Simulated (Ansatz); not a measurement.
Ansatz input

```yaml
crystal:
  lattice:
    - [0.0, 1.9152218604, 1.9152218604]
    - [1.9152218604, 0.0, 1.9152218604]
    - [1.9152218604, 1.9152218604, 0.0]
  atoms:
    - { symbol: Rh, position: [0.0, 0.0, 0.0], spin: 1.0, spin_axis: [0, 0, 1] }
hamiltonian:
  xc: pbe
  pseudopotentials:
    kind: paw_fr
    azcp:
      Rh: "pseudopotentials/Rh.paw.azcp"
basis:
  ecutwfc: 420
  fft_grid_basis: typed
kpoints:
  mp_grid: { grid: [14, 14, 14], shift: [0, 0, 0] }
magnetization:
  noncollinear: true
  spin_orbit: true
scf:
  occupations: { method: fermi_dirac, width: 0.05 }
```

Terminal output

```
Engine: ansatz 0.2.0, aarch64-unknown-linux-gnu
Pseudopotentials: kind: paw_fr
Pseudopotential: Rh, paw_fr, valence charge 17, recommended cutoff 420 eV (normal) 
Functional definition: PBE
  parameter kappa = 0.804
  parameter beta = 0.06672455060314922
  exchange = pbe_x(kappa = kappa, mu = beta*pi^2/3)
  correlation = pbe_c(beta = beta)
Crystal: 1 atoms, lattice volume = 14.050 Å³
Basis set: ecut = 420 eV, 283 PW (Γ)
Bands: 26, of which v1, the nominal top of the filled ones, is band 17 counted from 1 (16 counted from 0)
Symmetry: 8 space group operations + 8 with time reversal
Magnetic group: BNS 139.537 (UNI 1197), of the structure as read, at distance tolerance 2.4e-5 Å
k-points: 244 of 2744 (time reversal used)
Projection manifold: j_resolved (fully-relativistic pseudo-atomic orbitals)
Non-local potential: Rh, projectors of the file, l = 0: 3, l = 1: 4, l = 2: 4, l = 3: 2
PAW form: soft (Blöchl's): semilocal exchange-correlation on the pseudo side does not see the compensation charge
PAW one-centre angular grid: Rh, 590 points (default); XC on 96 Gauss nodes
Initial density: superposition of atomic densities (chi_scale 0.1, normalization cell)
Starting moments: Σ|m| = 1 μB on 1 of 1 site
Initial wavefunctions: pseudopotential atomic-orbital guess
Functional: x = pbe(κ = 0.804, μ = 0.2195149727645171), c = pbe(β = 0.06672455060314922)
SCF iter   1: F=—  HF=-6405.097233 eV  |F-HF|=—  |Δ(HF+E_count)|=         —  Δρ=1.14e-1  dr2=1.68e0  dr2_m=2.25e-1  ethr=3.10e-3  |M|=4.29e-1 ∫|m|=4.34e-1 μB  |m|>n=0.0e0 m-floor=0.0e0 τ_xc=0.0e0 mc-row=0.0e0  β_m=0.30  ⟨swp⟩=6.3  Hψ=31061  notcnv=0  defer=101
SCF iter   2: F=—  HF=-6404.673921 eV  |F-HF|=—  |Δ(HF+E_count)|=   4.23e-1  Δρ=6.35e-2  dr2=1.25e-1  dr2_m=1.30e-1  ethr=3.10e-3  |M|=3.84e-1 ∫|m|=3.94e-1 μB  |m|>n=0.0e0 m-floor=0.0e0 τ_xc=7.3e-5 mc-row=0.0e0  β_m=0.30  ⟨swp⟩=2.5  Hψ=12874  notcnv=0  defer=656
SCF iter   3: F=—  HF=-6404.664574 eV  |F-HF|=—  |Δ(HF+E_count)|=   9.35e-3  Δρ=5.22e-2  dr2=1.34e-2  dr2_m=8.78e-2  ethr=7.35e-4  |M|=3.25e-1 ∫|m|=3.38e-1 μB  |m|>n=0.0e0 m-floor=0.0e0 τ_xc=1.0e-4 mc-row=0.0e0  β_m=0.30  ⟨swp⟩=2.2  Hψ=9483  notcnv=0  defer=657
SCF iter   4: F=—  HF=-6404.674425 eV  |F-HF|=—  |Δ(HF+E_count)|=   9.85e-3  Δρ=4.44e-2  dr2=3.40e-4  dr2_m=6.35e-2  ethr=7.91e-5  |M|=2.69e-1 ∫|m|=2.84e-1 μB  |m|>n=0.0e0 m-floor=0.0e0 τ_xc=1.0e-4 mc-row=0.0e0  β_m=0.30  ⟨swp⟩=3.0  Hψ=11178  notcnv=0  defer=657
SCF iter   5: F=—  HF=-6404.683371 eV  |F-HF|=—  |Δ(HF+E_count)|=   8.95e-3  Δρ=3.77e-2  dr2=2.47e-5  dr2_m=4.59e-2  ethr=2.00e-6  |M|=2.23e-1 ∫|m|=2.38e-1 μB  |m|>n=0.0e0 m-floor=0.0e0 τ_xc=9.3e-5 mc-row=0.0e0  β_m=0.30  ⟨swp⟩=2.0  Hψ=8635  notcnv=0  defer=659
SCF iter   6: F=—  HF=-6404.689977 eV  |F-HF|=—  |Δ(HF+E_count)|=   6.61e-3  Δρ=3.20e-2  dr2=1.89e-6  dr2_m=3.30e-2  ethr=1.45e-7  |M|=1.85e-1 ∫|m|=2.00e-1 μB  |m|>n=0.0e0 m-floor=0.0e0 τ_xc=7.9e-5 mc-row=0.0e0  β_m=0.30  ⟨swp⟩=2.0  Hψ=11254  notcnv=0  defer=659
SCF iter   7: F=—  HF=-6404.694774 eV  |F-HF|=—  |Δ(HF+E_count)|=   4.80e-3  Δρ=2.70e-2  dr2=8.83e-7  dr2_m=2.35e-2  ethr=1.11e-8  |M|=1.54e-1 ∫|m|=1.69e-1 μB  |m|>n=0.0e0 m-floor=0.0e0 τ_xc=6.4e-5 mc-row=0.0e0  β_m=0.30  ⟨swp⟩=2.8  Hψ=11459  notcnv=0  defer=657
SCF iter   8: F=—  HF=-6404.698221 eV  |F-HF|=—  |Δ(HF+E_count)|=   3.45e-3  Δρ=2.26e-2  dr2=7.15e-7  dr2_m=1.65e-2  ethr=5.19e-9  |M|=1.30e-1 ∫|m|=1.44e-1 μB  |m|>n=0.0e0 m-floor=0.0e0 τ_xc=5.1e-5 mc-row=0.0e0  β_m=0.30  ⟨swp⟩=3.0  Hψ=11756  notcnv=0  defer=657
Mixer restart at iter 8: flushing history
spin-set hold released at iteration 8 (site moments contracting): the magnetisation degrees of freedom join the quasi-Newton model from the next iteration; the mixer history was flushed
SCF iter   9: F=—  HF=-6404.700669 eV  |F-HF|=—  |Δ(HF+E_count)|=   2.45e-3  Δρ=1.89e-2  dr2=1.66e-7  dr2_m=1.15e-2  ethr=4.21e-9  |M|=1.10e-1 ∫|m|=1.23e-1 μB  |m|>n=0.0e0 m-floor=0.0e0 τ_xc=4.0e-5 mc-row=0.0e0  β_m=0.43  ⟨swp⟩=3.0  Hψ=11874  notcnv=0  defer=657
SCF iter  10: F=—  HF=-6404.705837 eV  |F-HF|=—  |Δ(HF+E_count)|=   5.17e-3  Δρ=6.65e-3  dr2=9.13e-7  dr2_m=1.43e-3  ethr=5.88e-10  |M|=4.38e-2 ∫|m|=5.05e-2 μB  |m|>n=0.0e0 m-floor=0.0e0 τ_xc=9.0e-6 mc-row=0.0e0  β_m=0.82  ⟨swp⟩=4.0  Hψ=17977  notcnv=0
SCF iter  11: F=—  HF=-6404.706719 eV  |F-HF|=—  |Δ(HF+E_count)|=   8.82e-4  Δρ=7.26e-4  dr2=1.53e-6  dr2_m=1.70e-5  ethr=9.77e-10  |M|=5.31e-3 ∫|m|=7.19e-3 μB  |m|>n=0.0e0 m-floor=0.0e0 τ_xc=5.0e-7 mc-row=0.0e0  β_m=0.91  ⟨swp⟩=3.6  Hψ=16669  notcnv=0  defer=688
SCF iter  12: F=—  HF=-6404.706743 eV  |F-HF|=—  |Δ(HF+E_count)|=   2.36e-5  Δρ=2.77e-4  dr2=9.47e-6  dr2_m=1.16e-7  ethr=9.77e-10  |M|=1.09e-5 ∫|m|=2.56e-4 μB  |m|>n=0.0e0 m-floor=0.0e0 τ_xc=8.6e-9 mc-row=0.0e0  β_m=0.67  ⟨swp⟩=3.0  Hψ=14387  notcnv=0  defer=688
SCF iter  13: F=—  HF=-6404.706740 eV  |F-HF|=—  |Δ(HF+E_count)|=   2.75e-6  Δρ=6.41e-5  dr2=2.36e-8  dr2_m=1.33e-7  ethr=5.88e-10  |M|=3.63e-4 ∫|m|=3.64e-4 μB  |m|>n=0.0e0 m-floor=0.0e0 τ_xc=4.8e-9 mc-row=0.0e0  β_m=0.76  ⟨swp⟩=1.0  Hψ=18036  notcnv=0
SCF iter  14: F=—  HF=-6404.706740 eV  |F-HF|=—  |Δ(HF+E_count)|=   1.04e-7  Δρ=1.40e-5  dr2=7.40e-11  dr2_m=6.34e-9  ethr=1.39e-10  |M|=6.39e-5 ∫|m|=6.65e-5 μB  |m|>n=0.0e0 m-floor=0.0e0 τ_xc=3.3e-10 mc-row=0.0e0  β_m=0.88  ⟨swp⟩=2.0  Hψ=11498  notcnv=0
SCF iter  15: F=—  HF=-6404.706740 eV  |F-HF|=—  |Δ(HF+E_count)|=   6.70e-9  Δρ=1.42e-6  dr2=3.87e-12  dr2_m=6.58e-11  ethr=1.00e-12  |M|=3.67e-7 ∫|m|=6.34e-6 μB  |m|>n=0.0e0 m-floor=0.0e0 τ_xc=4.3e-12 mc-row=0.0e0  β_m=0.94  ⟨swp⟩=3.0  Hψ=15690  notcnv=0
SCF iter  16: F=-6404.706740 eV  HF=-6404.706740 eV  |F-HF|=6.37e-12  |Δ(HF+E_count)|=  7.19e-11  Δρ=3.07e-7  dr2=9.51e-13  dr2_m=3.06e-12  ethr=1.00e-12  |M|=4.00e-7 ∫|m|=1.90e-6 μB  |m|>n=0.0e0 m-floor=0.0e0 τ_xc=2.0e-14 mc-row=0.0e0  ⟨swp⟩=2.0  Hψ=11486  notcnv=0
WARN: the starting moments were not kept: the SCF closed with an absolute magnetisation of 1.8e-6 μB, where they sum to 1 μB in size (1 site). That is at most 0.1 of that sum. Measured as dr2_m measures the in/out step, that magnetisation stands 1.5e-12 eV from none, at or under the dr2_threshold of 1.0e-7 eV: it is no larger than a step whose dr2_m would equal this threshold. The system may hold no moment; this SCF shows only that its start led to no more than that. To try another start: raise the starting moments (crystal.atoms[].spin, magnetization.per_species, magnetization.initial_magnetization, or on a non-collinear deck that types none of these the spinor_matrix: blocks that start its atoms; where the total moment is fixed, keep their sum and leave initial_magnetization as it is; typed ones take the place of any that the run laid by itself, positive ones on a crystal's lanthanoids without a Hubbard term where scf.initial_density.shell_occupations: [] is typed) or, if the notice of its spin-set hold's release reads "site moments contracting" or "site moments show no strong build", lengthen the hold (scf.mixing.spin_hold: { on: { confirm: 4 } }; for m-r²SCAN on two components see the key's manual first). Each may lead to a state that holds a moment. A second SCF, from the converged charge density, with the starting moments and any scf.initial_density.shell_occupations laid on it anew, would have followed, and was not run: the deck does not ask for one (magnetization.retry_lost_moments is false, the default). To let it run, set magnetization.retry_lost_moments: true and run the deck again, where that key's refused combinations let it; where memory then withholds it, that run's warning says so.
SCF 1 converged in 16 iterations: F = -6404.706740 eV  dr2 = 9.51e-13
SCF converged after 16 iterations
Magnetization: |M| = 0.0000 μB,  M = (+0.0000, +0.0000, -0.0000) μB
Absolute magnetization: 0.0000 μB (∫|m|, with the PAW one-centre terms)
  site 0: m = (-0.0000, +0.0000, -0.0000) μB, |m| = 0.0000 μB  (R = 1.12 Å)
Free energy (F): -6404.706740 eV
Harris-Foulkes:  -6404.706740 eV  (|F-HF|=6.37e-12)
Internal energy: -6404.696310 eV  (E = F + TS)
E sigma→0 (E₀):  -6404.701525 eV
Entropy (-TS):   -0.010430 eV (-10.430 meV/atom)
Fermi energy:    21.772291 eV
--- Per-component energies (eV) ---
  E_band       = -94.575042
  E_kinetic    = 572.817787
  E_local      = -1589.472451  (includes V_loc(G=0)·N_el)
  E_nonlocal   = 353.665991
  E_hartree    = 558.762121
  E_xc         = -221.766264
  E_vxc        = -278.392221  (∫ρ·V_xc dr)
  E_paw        = -3588.145361  (= ΣΔE_a)
  E_vpaw       = -270.719262  (= ΣTr[D̂ρ^β])
  E_aug_tail   = 0.000879  (compensation charges beyond the density's cutoff)
  E_ewald      = -2490.559012
  E_smearing   = -0.010430  (= −TS)
  E_closure    = 0.000000  (closes the sum)
  Σ components = -6404.706740   (vs F -6404.706740, Δ=0.00e0)
```
